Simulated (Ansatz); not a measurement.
Results of r²SCAN0 (Ansatz, a first-principles code, plane waves, PAW) for rock-salt SnTe (cubic form, which distorts at low temperature).

The input as run:

Ansatz 0.2 input:
```yaml
crystal:
  lattice:
    - [0.0, 3.1770004332, 3.1770004332]
    - [3.1770004332, 0.0, 3.1770004332]
    - [3.1770004332, 3.1770004332, 0.0]
  atoms:
    - { symbol: Sn, position: [0.0, 0.0, 0.0] }
    - { symbol: Te, position: [0.5, 0.5, 0.5] }
basis:
  ecutwfc: 520
  ecutrho_ratio: 4
  xc_grid: 3
kpoints:
  mp_grid: { grid: [8, 8, 8] }
hamiltonian:
  xc: r2scan0
  dispersion: none
  pseudopotentials: { kind: paw }
scf:
  occupations: { method: fermi_dirac, width: 0.01 }
  convergence: { dr2_threshold: 0.0000000002 }
output:
  forces: true
  stress: true
  eigenvalues: true
```

Output (set-up and result lines):

```
WARN output.stress: scf.exx.energy_threshold = 1e-6 eV is looser than the 2e-8 eV advised for a stress under a hybrid functional (1e-8 eV for each atom of the …
Crystal: 2 atoms, lattice volume = 64.133 Å³
Basis set: ecut = 520 eV, 1759 PW (Γ), exchange–correlation on 108×108×108 points (27 copies of the dense FFT grid, shifted against one another)
Bands: 19, of which v1, the nominal top of the filled ones, is band 15 counted from 1 (14 counted from 0)
Symmetry: 48 space group operations
Space group: Fm-3m (ITA 225), of the structure as read, at distance tolerance 4.0e-5 Å
k-points: 29 of 512
Functional: x = r2scan, c = r2scan; τ floored in thin density (d = 2e-4 eV/Å³), warm-up for x = 0.75 r2scan + 0.25 exact, c = r2scan; τ floored in thin density (d = 2e-4 eV/Å³)
SCF iter   1: F=—  HF=-13033.972132 eV  |F-HF|=—  |Δ(HF+E_count)|=         —  Δρ=3.27e-3  dr2=4.91e-3  dr2_τ=5.92e-4
SCF iter   2: F=—  HF=-13033.983185 eV  |F-HF|=—  |Δ(HF+E_count)|=   1.11e-2  Δρ=1.47e-3  dr2=9.98e-4  dr2_τ=2.77e-5
  ...
Crystal: 2 atoms, lattice volume = 64.133 Å³
Initial density: handed on by an earlier stage of this run
Functional: x = 0.75 r2scan + 0.25 exact, c = r2scan; τ floored in thin density (d = 2e-4 eV/Å³)
Crystal: 2 atoms, lattice volume = 64.133 Å³
SCF iter   5: F=—  HF=-13033.776300 eV  |F-HF|=—  |Δ(HF+E_count)|=  2.51e-10  Δρ=7.85e-7  dr2=7.44e-10  dr2_τ=5.57e-12
SCF iter   6: F=-13033.776300 eV  HF=-13033.776300 eV  |F-HF|=1.82e-11  |Δ(HF+E_count)|=  1.27e-10  Δρ=2.71e-7  dr2=2.62e-11  dr2_τ=1.78e-12
SCF 3 converged in 6 iterations: F = -13033.776300 eV  dr2 = 2.62e-11
Free energy (F): -13033.776300 eV
Internal energy: -13033.776300 eV  (E = F + TS)
E sigma→0 (E₀):  -13033.776300 eV
Fermi energy:    9.464481 eV
--- Forces (eV/Å), atoms counted from 1 ---
  atom   1  Sn    -0.00000000    -0.00000000    -0.00000000
  atom   2  Te     0.00000000    -0.00000000     0.00000000
--- Stress (GPa, compression-positive) ---
       -0.000939      -0.000000      -0.000000
       -0.000000      -0.000939      -0.000000
        0.000000      -0.000000      -0.000939
  P = ⅓ Tr σ = -0.0009 GPa (-0.009 kbar)
```

The PAW data were made under PBE.

Note: symmetry holds this phase in the static calculation, where it need not be a minimum.
